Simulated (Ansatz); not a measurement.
I need an active-space calculation of FH3SSi, SMILES F[SiH2]S. Use the Python package of Ansatz (0.2.0). Level of theory: SC-NEVPT2, cc-pVDZ basis, multiplicity 1.

```xyz
6

F    -1.8389    0.5531   -0.2664
Si   -0.3975    0.0245   -0.3648
S     0.5204    0.2507    1.5267
H    -0.3489   -1.4014   -0.7252
H     0.3816    0.7797   -1.3944
H     1.7253   -0.2705    1.1778
```

The script, `fh3ssi.py`:
```python
'''Static correlation in FH3SSi: natural occupations of an active space.'''

import ansatz

BASIS = 'cc-pVDZ'


def main() -> None:
    molecule = (
        ansatz.Crystal.molecule()
        .atom('F', (-1.8389, 0.5531, -0.2664))
        .atom('Si', (-0.3975, 0.0245, -0.3648))
        .atom('S', (0.5204, 0.2507, 1.5267))
        .atom('H', (-0.3489, -1.4014, -0.7252))
        .atom('H', (0.3816, 0.7797, -1.3944))
        .atom('H', (1.7253, -0.2705, 1.1778))
    )

    model = (
        molecule.calculation()
        .basis(gaussian=BASIS)
        .correlation(active_electrons=6, active_orbitals=6)
    )
    for method in ['sc_nevpt2']:
        report = (model if method is None else model.correlation(method)).run(threads=1, backend='cpu').report
        space = report['configurations']
        state = space['states'][0]
        print(method or 'casscf', f'total {report["free_energy_ev"] / 27.211386246:.6f} Ha, active-space state {state["energy"]["hartree"]:.6f} Ha, mean field {report["reference_energy_ev"] / 27.211386246:.6f} Ha')
        print('  determinants', state['n_determinants'], ' natural occupations', [round(n, 3) for n in space['natural_occupations']])


if __name__ == '__main__':
    main()
```

`python fh3ssi.py` gives:
```text
sc_nevpt2 total -788.138671 Ha, active-space state -787.770098 Ha, mean field -787.723193 Ha
  determinants 400  natural occupations [1.979, 1.978, 1.975, 0.031, 0.02, 0.017]
```

Total energies depend on the basis set; only differences at equal settings carry meaning. The geometry is a force-field or estimated start, not a minimum of this method, and the basis set is short of its limit. The active space starts as a window about the frontier orbitals and is then optimised, not chosen by chemistry. Run time: 22 s on 1 thread of AMD EPYC (Zen 3) (shared host), peak memory 0.19 GiB.

(Lines on the test bed's own set-up are left out of the output.)
